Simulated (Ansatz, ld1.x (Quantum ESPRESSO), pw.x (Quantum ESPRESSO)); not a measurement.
pw.x on bcc K: one setting changed

Potential: PAW, ld1.x (Quantum ESPRESSO) 7.5, PBEsol; core [Ne], reference 3s2 3p6 3d0 4s0.75 4p0; waves: 3s (bound): rcut 1.70, rcutus 1.85 bohr; 4s (bound): rcut 1.70, rcutus 1.85 bohr; 3p (bound): rcut 2.35, rcutus 2.85 bohr; 4p (bound, empty): rcut 2.35, rcutus 2.85 bohr; 3d (bound, empty): rcut 3.60, rcutus 4.50 bohr; 3d channel at 0.85 Ry: rcut 3.60, rcutus 4.50 bohr; local part: all-electron potential smoothed inside 3.75 bohr (lloc = -1); core correction: a·sin(br)/r model core inside 0.96 bohr; augmentation: PSQ, inside the norm-conserving radii.

The reference run (k-mesh 9³, cutoffs 40/320 Ry, Fermi–Dirac 0.01 Ry, mixing_beta 0.4, conv_thr 1e-9, no spin) gives 0.02 GPa at 71.488 Å³/atom, where all-electron LAPW gives -0.01 GPa. This run, with its own iteration cap, changes k-mesh shift to 1.

```
&control
  calculation='scf', prefix='x', pseudo_dir='./', outdir='./tmp', tstress=.true., disk_io='none'
/
&system
  ibrav=0, nat=1, ntyp=1, ecutwfc=40, ecutrho=320, nbnd=12,
  occupations='smearing', smearing='fd', degauss=0.01
/
&electrons
  conv_thr=1e-09, mixing_beta=0.4, electron_maxstep=60
/
ATOMIC_SPECIES
K 1.0 K.UPF
CELL_PARAMETERS angstrom
  -2.61451448 2.61451448 2.61451448
  2.61451448 -2.61451448 2.61451448
  2.61451448 2.61451448 -2.61451448
ATOMIC_POSITIONS crystal
K 0.0000 0.0000 0.0000
K_POINTS automatic
9 9 9 1 1 1
```

```bash
pw.x < K.scf.in > K.scf.out
```

Q: How does the run end?

A: It converges in 21 iterations; the free energy moves by +1.4 meV/atom and the pressure by +0.01 GPa.

```
Message from routine setup:
     using ibrav=0 with symmetry is DISCOURAGED, use correct ibrav instead
     lattice parameter (alat)  =       8.5576  a.u.
     unit-cell volume          =     482.4249 (a.u.)^3
     number of electrons       =         9.00
     number of Kohn-Sham states=           12
     kinetic-energy cutoff     =      40.0000  Ry
     charge density cutoff     =     320.0000  Ry
     scf convergence threshold =      1.0E-09
     Exchange-correlation= SLA  PW   PSX  PSC
     number of k points=    35  Fermi-Dirac smearing, width (Ry)=  0.0100
     iteration #  1     ecut=    40.00 Ry     beta= 0.40
     total energy              =    -111.37815093 Ry
     estimated scf accuracy    <       0.06086196 Ry
     iteration #  2     ecut=    40.00 Ry     beta= 0.40
     total energy              =    -111.37281710 Ry
     estimated scf accuracy    <       0.01282308 Ry
     iteration #  3     ecut=    40.00 Ry     beta= 0.40
     total energy              =    -111.37707089 Ry
     estimated scf accuracy    <       0.00035048 Ry
     iteration #  4     ecut=    40.00 Ry     beta= 0.40
     c_bands:  1 eigenvalues not converged
     c_bands:  1 eigenvalues not converged
     c_bands:  1 eigenvalues not converged
     c_bands:  1 eigenvalues not converged
     c_bands:  4 eigenvalues not converged
     c_bands:  1 eigenvalues not converged
     [... 11 repeated lines left out ...]
     total energy              =    -111.37801841 Ry
     estimated scf accuracy    <       0.00233395 Ry
     iteration #  5     ecut=    40.00 Ry     beta= 0.40
     [... 1 repeated lines left out ...]
     total energy              =    -111.37746161 Ry
     estimated scf accuracy    <       0.00171477 Ry
     iteration #  6     ecut=    40.00 Ry     beta= 0.40
     [... 3 repeated lines left out ...]
     total energy              =    -111.37725464 Ry
     estimated scf accuracy    <       0.00060857 Ry
     [... 9 iterations left out ...]
     iteration # 16     ecut=    40.00 Ry     beta= 0.40
     total energy              =    -111.37728984 Ry
     estimated scf accuracy    <       0.00000085 Ry
     iteration # 17     ecut=    40.00 Ry     beta= 0.40
     total energy              =    -111.37728792 Ry
     estimated scf accuracy    <       0.00000594 Ry
     iteration # 18     ecut=    40.00 Ry     beta= 0.40
     total energy              =    -111.37728789 Ry
     estimated scf accuracy    <       0.00000836 Ry
     iteration # 19     ecut=    40.00 Ry     beta= 0.40
     total energy              =    -111.37728908 Ry
     estimated scf accuracy    <       0.00000002 Ry
     iteration # 20     ecut=    40.00 Ry     beta= 0.40
     [... 1 repeated lines left out ...]
     total energy              =    -111.37728909 Ry
     estimated scf accuracy    <          8.4E-09 Ry
     iteration # 21     ecut=    40.00 Ry     beta= 0.40
     the Fermi energy is     1.8214 ev
!    total energy              =    -111.37728909 Ry
     estimated scf accuracy    <          1.3E-10 Ry
     smearing contrib. (-TS)   =      -0.00350521 Ry
     The total energy is F=E-TS. E is the sum of the following terms:
     one-electron contribution =     -35.46952078 Ry
     hartree contribution      =      19.70611366 Ry
     xc contribution           =      -9.23648890 Ry
     ewald contribution        =     -29.83149513 Ry
     one-center paw contrib.   =     -56.54239274 Ry
     convergence has been achieved in  21 iterations
          total   stress  (Ry/bohr**3)                   (kbar)     P=        0.23
     Message from routine punch:
     Nothing written, as per user request (disk_io='none')
```

The run took about 52 s on one core of a shared host (Neoverse-V1, 32 threads, 247 GiB, load 14).
